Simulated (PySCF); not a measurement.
# SiH₂ + Cl₂ → SiHCl + HCl

Level: PBE0 in the def2-TZVP basis family, all electrons, no relativity, computed in PySCF with density fitting; open shells unrestricted.

| species | state and structure | E (Eh) | ZPE (kJ/mol) | H(298 K) − H(0) (kJ/mol) | S° (J/(mol K)) |
| --- | --- | --- | --- | --- | --- |
| SiH₂ | singlet, C2v, Si–H 1.526 Å (×2); H–Si–H 91.1° | -290.48614 | 30.6 | 10.0 | 207.5 |
| Cl₂ | singlet, D∞h, Cl–Cl 1.982 Å | -920.08940 | 3.5 | 9.1 | 222.5 |
| SiHCl | singlet, Cs, Si–Cl 2.077 Å, Si–H 1.529 Å; Cl–Si–H 94.7° | -750.02673 | 20.1 | 10.7 | 251.2 |
| HCl | singlet, C∞v, H–Cl 1.279 Å | -460.66440 | 17.9 | 8.7 | 186.6 |

Question: What is the electronic reaction energy?

Answer: At PBE0/def2-TZVP, ΔE = -303.5 kJ/mol from the differences of the total energies times 2625.5, downhill. 

Question: Add zero-point, thermal and entropy terms for 298.15 K and 1 bar.

Answer: ΔZPE = 3.9 and Δ[H(298) − H(0)] = 0.3 kJ/mol give ΔH° = -299.3 kJ/mol. ΔS° = 7.8 J/(mol K), so ΔG° = -299.3 − 298.15 × (0.0078) = -302 kJ/mol.

Each species is the lowest minimum found with this bonding; other isomers or fragments can lie lower.
